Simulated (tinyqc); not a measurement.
Worked calculation (part 1 of 2): CCD on RHF in the sto-6g basis, for NH3, spin multiplicity 1. Computed by tinyqc, a small Python program that keeps every step (integrals from PySCF). Settings: charge = 0, multiplicity = 1, basis = sto-6g, method = RHF, energy threshold = 1e-10, iteration cap = 74, orthogonalisation = symmetric, start = atomic densities, DIIS depth = 6, amplitude equations = CCD, DIIS depth for amplitudes = 6, cap on updates = 79. Command: `OMP_NUM_THREADS=1 python tinyqc.py 24038 24039 out.jsonl` (the two numbers bound the seeds that draw the settings). One thread of a shared host (Intel(R) Xeon(R) Processor @ 2.60GHz), about 0.2 s of CPU time with the checks. The early iterations of the SCF are left out here.

## One-electron integrals

Geometry (angstrom):
```
atom        x        y       z
N      0.0000   0.0000  0.2850
H      1.0600   0.0000  0.0000
H     -0.5300   0.9180  0.0000
H     -0.5300  -0.9180  0.0000
```

Basis sto-6g: exponents (1/bohr^2) and contraction coefficients of normalised primitives:
```
element  l (shell)   exponent  coefficient
N            s (1)  1027.8285       0.0092
N            s (1)   188.4512       0.0494
N            s (1)    52.7219       0.1685
N            s (1)    18.1114       0.3706
N            s (1)     7.0332       0.4165
N            s (1)     2.8967       0.1303
N            s (2)    39.1988      -0.0133
N            s (2)     7.7585      -0.0470
N            s (2)     2.4113      -0.0338
N            s (2)     0.9277       0.2502
N            s (2)     0.4029       0.5951
N            s (2)     0.1847       0.2407
N            p (3)    39.1988       0.0038
N            p (3)     7.7585       0.0377
N            p (3)     2.4113       0.1739
N            p (3)     0.9277       0.4180
N            p (3)     0.4029       0.4259
N            p (3)     0.1847       0.1017
H            s (1)    35.5232       0.0092
H            s (1)     6.5131       0.0494
H            s (1)     1.8221       0.1685
H            s (1)     0.6260       0.3706
H            s (1)     0.2431       0.4165
H            s (1)     0.1001       0.1303
```

Overlap, kinetic and nuclear-attraction integrals over the contracted functions; the nuclear repulsion is the sum of Za Zb / Rab.

nuclear repulsion = 10.988755 hartree

overlap S:
```
         1N 1s   1N 2s   1N 2px   1N 2py   1N 2pz    2H 1s    3H 1s    4H 1s
1N 1s   1.0000  0.2294   0.0000   0.0000   0.0000   0.0495   0.0495   0.0495
1N 2s   0.2294  1.0000   0.0000   0.0000   0.0000   0.4442   0.4442   0.4442
1N 2px  0.0000  0.0000   1.0000   0.0000   0.0000   0.3947  -0.1973  -0.1973
1N 2py  0.0000  0.0000   0.0000   1.0000   0.0000   0.0000   0.3418  -0.3418
1N 2pz  0.0000  0.0000   0.0000   0.0000   1.0000  -0.1061  -0.1061  -0.1061
2H 1s   0.0495  0.4442   0.3947   0.0000  -0.1061   1.0000   0.1553   0.1553
3H 1s   0.0495  0.4442  -0.1973   0.3418  -0.1061   0.1553   1.0000   0.1553
4H 1s   0.0495  0.4442  -0.1973  -0.3418  -0.1061   0.1553   0.1553   1.0000
```

kinetic energy T (hartree):
```
          1N 1s    1N 2s   1N 2px   1N 2py   1N 2pz    2H 1s    3H 1s    4H 1s
1N 1s   22.2364  -0.6787   0.0000   0.0000   0.0000  -0.0067  -0.0067  -0.0067
1N 2s   -0.6787   0.6329   0.0000   0.0000   0.0000   0.0904   0.0904   0.0904
1N 2px   0.0000   0.0000   1.9013   0.0000   0.0000   0.2199  -0.1099  -0.1099
1N 2py   0.0000   0.0000   0.0000   1.9013   0.0000   0.0000   0.1904  -0.1904
1N 2pz   0.0000   0.0000   0.0000   0.0000   1.9013  -0.0591  -0.0591  -0.0591
2H 1s   -0.0067   0.0904   0.2199   0.0000  -0.0591   0.7685  -0.0090  -0.0090
3H 1s   -0.0067   0.0904  -0.1099   0.1904  -0.0591  -0.0090   0.7685  -0.0090
4H 1s   -0.0067   0.0904  -0.1099  -0.1904  -0.0591  -0.0090  -0.0090   0.7685
```

nuclear attraction V (hartree):
```
           1N 1s    1N 2s   1N 2px   1N 2py   1N 2pz    2H 1s    3H 1s    4H 1s
1N 1s   -48.1198  -4.9789   0.0000   0.0000   0.0111  -1.2229  -1.2229  -1.2229
1N 2s    -4.9789  -8.2514   0.0000   0.0000   0.1246  -2.9707  -2.9706  -2.9706
1N 2px    0.0000   0.0000  -8.2950   0.0000   0.0000  -2.4011   1.2005   1.2005
1N 2py    0.0000   0.0000   0.0000  -8.2950   0.0000   0.0000  -2.0794   2.0794
1N 2pz    0.0111   0.1246   0.0000   0.0000  -8.1631   0.6769   0.6769   0.6769
2H 1s    -1.2229  -2.9707  -2.4011   0.0000   0.6769  -5.1199  -0.8836  -0.8836
3H 1s    -1.2229  -2.9706   1.2005  -2.0794   0.6769  -0.8836  -5.1198  -0.8835
4H 1s    -1.2229  -2.9706   1.2005   2.0794   0.6769  -0.8836  -0.8835  -5.1198
```

core Hamiltonian H = T + V (hartree):
```
           1N 1s    1N 2s   1N 2px   1N 2py   1N 2pz    2H 1s    3H 1s    4H 1s
1N 1s   -25.8834  -5.6576   0.0000   0.0000   0.0111  -1.2296  -1.2296  -1.2296
1N 2s    -5.6576  -7.6185   0.0000   0.0000   0.1246  -2.8803  -2.8802  -2.8802
1N 2px    0.0000   0.0000  -6.3938   0.0000   0.0000  -2.1812   1.0906   1.0906
1N 2py    0.0000   0.0000   0.0000  -6.3938   0.0000   0.0000  -1.8889   1.8889
1N 2pz    0.0111   0.1246   0.0000   0.0000  -6.2618   0.6178   0.6178   0.6178
2H 1s    -1.2296  -2.8803  -2.1812   0.0000   0.6178  -4.3513  -0.8926  -0.8926
3H 1s    -1.2296  -2.8802   1.0906  -1.8889   0.6178  -0.8926  -4.3513  -0.8925
4H 1s    -1.2296  -2.8802   1.0906   1.8889   0.6178  -0.8926  -0.8925  -4.3513
```

## Two-electron integrals

Functions are numbered as in S; the eight-fold symmetry (ij|kl) = (ji|kl) = (kl|ij) leaves the list below.

Two-electron integrals (ij|kl) in chemists' order, unique and non-zero (hartree):
```
(11|11) 4.1687      (21|11) 0.5836      (21|21) 0.1041      (22|11) 0.9685
(22|21) 0.2145      (22|22) 0.7084      (31|31) 0.0221      (32|31) 0.0336
(32|32) 0.1566      (33|11) 0.9685      (33|21) 0.2145      (33|22) 0.7084
(33|33) 0.7632      (41|41) 0.0221      (42|41) 0.0336      (42|42) 0.1566
(43|43) 0.0411      (44|11) 0.9685      (44|21) 0.2145      (44|22) 0.7084
(44|33) 0.6810      (44|44) 0.7632      (51|51) 0.0221      (52|51) 0.0336
(52|52) 0.1566      (53|53) 0.0411      (54|54) 0.0411      (55|11) 0.9685
(55|21) 0.2145      (55|22) 0.7084      (55|33) 0.6810      (55|44) 0.6810
(55|55) 0.7632      (61|11) 0.1341      (61|21) 0.0229      (61|22) 0.0463
(61|31) 0.0012      (61|32) 0.0024      (61|33) 0.0465      (61|44) 0.0461
(61|51) -3.34e-04   (61|52) -0.0007     (61|53) -9.63e-05   (61|55) 0.0462
(61|61) 0.0052      (62|11) 0.3249      (62|21) 0.0729      (62|22) 0.2659
(62|31) 0.0063      (62|32) 0.0463      (62|33) 0.2755      (62|44) 0.2606
(62|51) -0.0017     (62|52) -0.0125     (62|53) -0.0040     (62|55) 0.2617
(62|61) 0.0163      (62|62) 0.1277      (63|11) 0.2485      (63|21) 0.0566
(63|22) 0.2193      (63|31) 0.0122      (63|32) 0.0797      (63|33) 0.2393
(63|44) 0.2089      (63|51) -0.0011     (63|52) -0.0096     (63|53) -0.0057
(63|55) 0.2097      (63|61) 0.0132      (63|62) 0.1265      (63|63) 0.1402
(64|41) 0.0079      (64|42) 0.0442      (64|43) 0.0093      (64|54) -0.0025
(64|64) 0.0168      (65|11) -0.0668     (65|21) -0.0152     (65|22) -0.0590
(65|31) -0.0011     (65|32) -0.0096     (65|33) -0.0593     (65|44) -0.0562
(65|51) 0.0082      (65|52) 0.0467      (65|53) 0.0102      (65|55) -0.0614
(65|61) -0.0036     (65|62) -0.0340     (65|63) -0.0332     (65|65) 0.0257
(66|11) 0.4715      (66|21) 0.1078      (66|22) 0.4480      (66|31) 0.0119
(66|32) 0.1182      (66|33) 0.4855      (66|44) 0.4271      (66|51) -0.0032
(66|52) -0.0318     (66|53) -0.0157     (66|55) 0.4313      (66|61) 0.0244
(66|62) 0.2727      (66|63) 0.3029      (66|65) -0.0814     (66|66) 0.7750
(71|11) 0.1341      (71|21) 0.0229      (71|22) 0.0463      (71|31) -0.0006
(71|32) -0.0012     (71|33) 0.0462      (71|41) 0.0011      (71|42) 0.0021
(71|43) -1.55e-04   (71|44) 0.0464      (71|51) -3.34e-04   (71|52) -0.0007
(71|53) 4.81e-05    (71|54) -8.34e-05   (71|55) 0.0462      (71|61) 0.0051
(71|62) 0.0155      (71|63) 0.0117      (71|64) 4.88e-04    (71|65) -0.0034
(71|66) 0.0228      (71|71) 0.0052      (72|11) 0.3249      (72|21) 0.0729
(72|22) 0.2659      (72|31) -0.0032     (72|32) -0.0232     (72|33) 0.2643
(72|41) 0.0055      (72|42) 0.0401      (72|43) -0.0065     (72|44) 0.2718
(72|51) -0.0017     (72|52) -0.0125     (72|53) 0.0020      (72|54) -0.0035
(72|55) 0.2617      (72|61) 0.0155      (72|62) 0.0964      (72|63) 0.0738
(72|64) 0.0110      (72|65) -0.0250     (72|66) 0.1632      (72|71) 0.0163
(72|72) 0.1277      (73|11) -0.1243     (73|21) -0.0283     (73|22) -0.1096
(73|31) 0.0090      (73|32) 0.0530      (73|33) -0.1152     (73|41) -0.0018
(73|42) -0.0154     (73|43) 0.0106      (73|44) -0.1089     (73|51) 0.0006
(73|52) 0.0048      (73|53) -0.0033     (73|54) 0.0014      (73|55) -0.1049
(73|61) -0.0055     (73|62) -0.0274     (73|63) -0.0097     (73|64) -0.0023
(73|65) 0.0069      (73|66) -0.0361     (73|71) -0.0066     (73|72) -0.0633
(73|73) 0.0477      (74|11) 0.2152      (74|21) 0.0490      (74|22) 0.1899
(74|31) -0.0018     (74|32) -0.0154     (74|33) 0.1834      (74|41) 0.0111
(74|42) 0.0708      (74|43) -0.0091     (74|44) 0.2047      (74|51) -0.0010
(74|52) -0.0083     (74|53) 0.0014      (74|54) -0.0049     (74|55) 0.1816
(74|61) 0.0104      (74|62) 0.0694      (74|63) 0.0528      (74|64) 0.0194
(74|65) -0.0176     (74|66) 0.1182      (74|71) 0.0114      (74|72) 0.1096
(74|73) -0.0534     (74|74) 0.1094      (75|11) -0.0668     (75|21) -0.0152
(75|22) -0.0590     (75|31) 0.0006      (75|32) 0.0048      (75|33) -0.0569
(75|41) -0.0010     (75|42) -0.0083     (75|43) 0.0014      (75|44) -0.0585
(75|51) 0.0082      (75|52) 0.0467      (75|53) -0.0051     (75|54) 0.0088
(75|55) -0.0614     (75|61) -0.0034     (75|62) -0.0250     (75|63) -0.0187
(75|64) -0.0028     (75|65) 0.0184      (75|66) -0.0454     (75|71) -0.0036
(75|72) -0.0340     (75|73) 0.0166      (75|74) -0.0287     (75|75) 0.0257
(76|11) 0.0932      (76|21) 0.0210      (76|22) 0.0811      (76|31) 0.0007
(76|32) 0.0061      (76|33) 0.0814      (76|41) 0.0013      (76|42) 0.0105
(76|43) 4.01e-04    (76|44) 0.0819      (76|51) -0.0008     (76|52) -0.0065
(76|53) -0.0008     (76|54) -0.0014     (76|55) 0.0800      (76|61) 0.0046
(76|62) 0.0364      (76|63) 0.0335      (76|64) 0.0038      (76|65) -0.0108
(76|66) 0.0755      (76|71) 0.0046      (76|72) 0.0364      (76|73) -0.0134
(76|74) 0.0309      (76|75) -0.0108     (76|76) 0.0127      (77|11) 0.4715
(77|21) 0.1078      (77|22) 0.4480      (77|31) -0.0060     (77|32) -0.0591
(77|33) 0.4417      (77|41) 0.0103      (77|42) 0.1024      (77|43) -0.0253
(77|44) 0.4709      (77|51) -0.0032     (77|52) -0.0318     (77|53) 0.0078
(77|54) -0.0136     (77|55) 0.4313      (77|61) 0.0228      (77|62) 0.1632
(77|63) 0.1204      (77|64) 0.0279      (77|65) -0.0454     (77|66) 0.2864
(77|71) 0.0244      (77|72) 0.2727      (77|73) -0.1515     (77|74) 0.2623
(77|75) -0.0814     (77|76) 0.0755      (77|77) 0.7750      (81|11) 0.1341
(81|21) 0.0229      (81|22) 0.0463      (81|31) -0.0006     (81|32) -0.0012
(81|33) 0.0462      (81|41) -0.0011     (81|42) -0.0021     (81|43) 1.55e-04
(81|44) 0.0464      (81|51) -3.34e-04   (81|52) -0.0007     (81|53) 4.81e-05
(81|54) 8.34e-05    (81|55) 0.0462      (81|61) 0.0051      (81|62) 0.0155
(81|63) 0.0117      (81|64) -4.88e-04   (81|65) -0.0034     (81|66) 0.0228
(81|71) 0.0051      (81|72) 0.0155      (81|73) -0.0063     (81|74) 0.0099
(81|75) -0.0034     (81|76) 0.0044      (81|77) 0.0228      (81|81) 0.0052
(82|11) 0.3249      (82|21) 0.0729      (82|22) 0.2659      (82|31) -0.0032
(82|32) -0.0232     (82|33) 0.2643      (82|41) -0.0055     (82|42) -0.0401
(82|43) 0.0065      (82|44) 0.2718      (82|51) -0.0017     (82|52) -0.0125
(82|53) 0.0020      (82|54) 0.0035      (82|55) 0.2617      (82|61) 0.0155
(82|62) 0.0964      (82|63) 0.0738      (82|64) -0.0110     (82|65) -0.0250
(82|66) 0.1632      (82|71) 0.0155      (82|72) 0.0964      (82|73) -0.0464
(82|74) 0.0584      (82|75) -0.0250     (82|76) 0.0287      (82|77) 0.1632
(82|81) 0.0163      (82|82) 0.1277      (83|11) -0.1243     (83|21) -0.0283
(83|22) -0.1096     (83|31) 0.0090      (83|32) 0.0530      (83|33) -0.1152
(83|41) 0.0018      (83|42) 0.0154      (83|43) -0.0106     (83|44) -0.1089
(83|51) 0.0006      (83|52) 0.0048      (83|53) -0.0033     (83|54) -0.0014
(83|55) -0.1049     (83|61) -0.0055     (83|62) -0.0274     (83|63) -0.0097
(83|64) 0.0023      (83|65) 0.0069      (83|66) -0.0361     (83|71) -0.0063
(83|72) -0.0464     (83|73) 0.0340      (83|74) -0.0275     (83|75) 0.0118
(83|76) -0.0105     (83|77) -0.0844     (83|81) -0.0066     (83|82) -0.0633
(83|83) 0.0477      (84|11) -0.2152     (84|21) -0.0490     (84|22) -0.1899
(84|31) 0.0018      (84|32) 0.0154      (84|33) -0.1834     (84|41) 0.0111
(84|42) 0.0708      (84|43) -0.0091     (84|44) -0.2047     (84|51) 0.0010
(84|52) 0.0083      (84|53) -0.0014     (84|54) -0.0049     (84|55) -0.1816
(84|61) -0.0104     (84|62) -0.0694     (84|63) -0.0528     (84|64) 0.0194
(84|65) 0.0176      (84|66) -0.1182     (84|71) -0.0099     (84|72) -0.0584
(84|73) 0.0275      (84|74) -0.0243     (84|75) 0.0148      (84|76) -0.0181
(84|77) -0.0904     (84|81) -0.0114     (84|82) -0.1096     (84|83) 0.0534
(84|84) 0.1094      (85|11) -0.0668     (85|21) -0.0152     (85|22) -0.0590
(85|31) 0.0006      (85|32) 0.0048      (85|33) -0.0569     (85|41) 0.0010
(85|42) 0.0083      (85|43) -0.0014     (85|44) -0.0585     (85|51) 0.0082
(85|52) 0.0467      (85|53) -0.0051     (85|54) -0.0088     (85|55) -0.0614
(85|61) -0.0034     (85|62) -0.0250     (85|63) -0.0187     (85|64) 0.0028
(85|65) 0.0184      (85|66) -0.0454     (85|71) -0.0034     (85|72) -0.0250
(85|73) 0.0118      (85|74) -0.0148     (85|75) 0.0184      (85|76) -0.0082
(85|77) -0.0454     (85|81) -0.0036     (85|82) -0.0340     (85|83) 0.0166
(85|84) 0.0287      (85|85) 0.0257      (86|11) 0.0932      (86|21) 0.0210
(86|22) 0.0811      (86|31) 0.0007      (86|32) 0.0061      (86|33) 0.0814
(86|41) -0.0013     (86|42) -0.0105     (86|43) -4.01e-04   (86|44) 0.0819
(86|51) -0.0008     (86|52) -0.0065     (86|53) -0.0008     (86|54) 0.0014
(86|55) 0.0800      (86|61) 0.0046      (86|62) 0.0364      (86|63) 0.0335
(86|64) -0.0038     (86|65) -0.0108     (86|66) 0.0755      (86|71) 0.0044
(86|72) 0.0287      (86|73) -0.0105     (86|74) 0.0181      (86|75) -0.0082
(86|76) 0.0103      (86|77) 0.0490      (86|81) 0.0046      (86|82) 0.0364
(86|83) -0.0134     (86|84) -0.0309     (86|85) -0.0108     (86|86) 0.0127
(87|11) 0.0932      (87|21) 0.0210      (87|22) 0.0811      (87|31) -0.0015
(87|32) -0.0122     (87|33) 0.0821      (87|44) 0.0812      (87|51) -0.0008
(87|52) -0.0065     (87|53) 0.0016      (87|55) 0.0800      (87|61) 0.0044
(87|62) 0.0287      (87|63) 0.0209      (87|65) -0.0082     (87|66) 0.0490
(87|71) 0.0046      (87|72) 0.0364      (87|73) -0.0200     (87|74) 0.0271
(87|75) -0.0108     (87|76) 0.0103      (87|77) 0.0755      (87|81) 0.0046
(87|82) 0.0364      (87|83) -0.0200     (87|84) -0.0271     (87|85) -0.0108
(87|86) 0.0103      (87|87) 0.0127      (88|11) 0.4715      (88|21) 0.1078
(88|22) 0.4480      (88|31) -0.0060     (88|32) -0.0591     (88|33) 0.4417
(88|41) -0.0103     (88|42) -0.1024     (88|43) 0.0253      (88|44) 0.4709
(88|51) -0.0032     (88|52) -0.0318     (88|53) 0.0078      (88|54) 0.0136
(88|55) 0.4313      (88|61) 0.0228      (88|62) 0.1632      (88|63) 0.1204
(88|64) -0.0279     (88|65) -0.0454     (88|66) 0.2864      (88|71) 0.0228
(88|72) 0.1632      (88|73) -0.0844     (88|74) 0.0904      (88|75) -0.0454
(88|76) 0.0490      (88|77) 0.2864      (88|81) 0.0244      (88|82) 0.2727
(88|83) -0.1515     (88|84) -0.2623     (88|85) -0.0814     (88|86) 0.0755
(88|87) 0.0755      (88|88) 0.7750
```

## Orthogonalisation

S = U s U^T; symmetric (Loewdin) form X = U s^(-1/2) U^T, so that X^T S X = 1.

eigenvalues of S: 0.3276  0.4328  0.4328  0.9366  1.0415  1.4119  1.4119  2.0049

X:
```
          1N 1s    1N 2s   1N 2px   1N 2py   1N 2pz    2H 1s    3H 1s    4H 1s
1N 1s    1.0233  -0.1444   0.0000   0.0000   0.0060   0.0195   0.0195   0.0195
1N 2s   -0.1444   1.3147   0.0000   0.0000  -0.0689  -0.2753  -0.2753  -0.2753
1N 2px   0.0000   0.0000   1.1270   0.0000   0.0000  -0.2735   0.1367   0.1367
1N 2py   0.0000   0.0000   0.0000   1.1270   0.0000   0.0000  -0.2368   0.2368
1N 2pz   0.0060  -0.0689   0.0000   0.0000   1.0162   0.0647   0.0647   0.0647
2H 1s    0.0195  -0.2753  -0.2735   0.0000   0.0647   1.1939  -0.0407  -0.0407
3H 1s    0.0195  -0.2753   0.1367  -0.2368   0.0647  -0.0407   1.1939  -0.0407
4H 1s    0.0195  -0.2753   0.1367   0.2368   0.0647  -0.0407  -0.0407   1.1939
```

## Iteration 8 (converged): orbitals

converged F (hartree):
```
           1N 1s    1N 2s   1N 2px   1N 2py   1N 2pz    2H 1s    3H 1s    4H 1s
1N 1s   -15.4857  -3.7371   0.0000   0.0000   0.0186  -0.8122  -0.8121  -0.8121
1N 2s    -3.7371  -1.7928   0.0000   0.0000   0.0644  -0.7571  -0.7571  -0.7571
1N 2px    0.0000   0.0000  -0.2584   0.0000   0.0000  -0.4260   0.2130   0.2130
1N 2py    0.0000   0.0000   0.0000  -0.2584   0.0000   0.0000  -0.3689   0.3689
1N 2pz    0.0186   0.0644   0.0000   0.0000  -0.3060   0.1441   0.1441   0.1441
2H 1s    -0.8122  -0.7571  -0.4260   0.0000   0.1441  -0.4356  -0.2302  -0.2302
3H 1s    -0.8121  -0.7571   0.2130  -0.3689   0.1441  -0.2302  -0.4356  -0.2302
4H 1s    -0.8121  -0.7571   0.2130   0.3689   0.1441  -0.2302  -0.2302  -0.4356
```

Diagonalise F' = X^T F X, C = X C', fill 5 alpha and 5 beta electrons from the bottom; D = 2 C_occ C_occ^T. Each column has its largest component positive (the first on a tie).

F' = X^T F X (hartree):
```
          1        2        3        4        5        6        7        8
1  -15.2325  -1.9181   0.0000   0.0000   0.0295  -0.1256  -0.1256  -0.1256
2   -1.9181  -0.7520   0.0000   0.0000  -0.0704  -0.4241  -0.4241  -0.4241
3    0.0000   0.0000   0.0427   0.0000   0.0000  -0.4916   0.2458   0.2458
4    0.0000   0.0000   0.0000   0.0427   0.0000   0.0000  -0.4257   0.4257
5    0.0295  -0.0704   0.0000   0.0000  -0.2667   0.1276   0.1276   0.1276
6   -0.1256  -0.4241  -0.4916   0.0000   0.1276   0.0341  -0.0553  -0.0553
7   -0.1256  -0.4241   0.2458  -0.4257   0.1276  -0.0553   0.0341  -0.0553
8   -0.1256  -0.4241   0.2458   0.4257   0.1276  -0.0553  -0.0553   0.0341
```

orbital energies (hartree): MO1 -15.4886, MO2 -1.0261, MO3 -0.5365, MO4 -0.5365, MO5 -0.3228, MO6 0.5098, MO7 0.6685, MO8 0.6685

coefficients C:
```
            MO1      MO2      MO3      MO4      MO5      MO6      MO7      MO8
1N 1s    0.9963  -0.2114   0.0000   0.0000  -0.0619  -0.1676   0.0000   0.0000
1N 2s    0.0182   0.7661   0.0000   0.0000   0.3324   1.1329   0.0000   0.0001
1N 2px   0.0000   0.0000   0.5800   0.0000   0.0000   0.0000   0.0000   1.0227
1N 2py   0.0000   0.0000   0.0000   0.5800   0.0000   0.0000   1.0227   0.0000
1N 2pz  -0.0024  -0.0869   0.0000   0.0000   0.9369  -0.4058   0.0000   0.0000
2H 1s   -0.0036   0.1627   0.5018   0.0000  -0.1094  -0.6741   0.0000  -0.9161
3H 1s   -0.0036   0.1627  -0.2509   0.4346  -0.1094  -0.6741  -0.7933   0.4580
4H 1s   -0.0036   0.1627  -0.2509  -0.4346  -0.1094  -0.6741   0.7933   0.4580
```

D after iteration 8:
```
          1N 1s    1N 2s   1N 2px   1N 2py   1N 2pz    2H 1s    3H 1s    4H 1s
1N 1s    2.0821  -0.3287   0.0000   0.0000  -0.0840  -0.0624  -0.0624  -0.0624
1N 2s   -0.3287   1.3955   0.0000   0.0000   0.4895   0.1764   0.1764   0.1764
1N 2px   0.0000   0.0000   0.6728   0.0000   0.0000   0.5821  -0.2910  -0.2910
1N 2py   0.0000   0.0000   0.0000   0.6728   0.0000   0.0000   0.5041  -0.5041
1N 2pz  -0.0840   0.4895   0.0000   0.0000   1.7705  -0.2333  -0.2333  -0.2333
2H 1s   -0.0624   0.1764   0.5821   0.0000  -0.2333   0.5805  -0.1749  -0.1749
3H 1s   -0.0624   0.1764  -0.2910   0.5041  -0.2333  -0.1749   0.5805  -0.1749
4H 1s   -0.0624   0.1764  -0.2910  -0.5041  -0.2333  -0.1749  -0.1749   0.5805
```

Within a degenerate level the vectors are fixed only up to a rotation; this is one choice.

## Convergence

Stop when the energy changes by less than 1e-10 hartree and every element of the error matrix X^T (F D S - S D F) X is below 3e-06.

Course of the cycle:
```
iteration  E (hartree)     change  largest element of the error matrix
1           -55.895057          -                             9.67e-01
2           -55.948372  -5.33e-02                             1.10e-01
3           -55.963736  -1.54e-02                             1.52e-02
4           -55.964499  -7.63e-04                             6.06e-03
5           -55.964623  -1.24e-04                             8.62e-04
6           -55.964625  -2.08e-06                             2.61e-05
7           -55.964625  -2.18e-09                             6.17e-07
8           -55.964625  -1.01e-12                             4.33e-09
```

PySCF RHF in the same basis = -55.964625 hartree

Converged in 8 iterations.
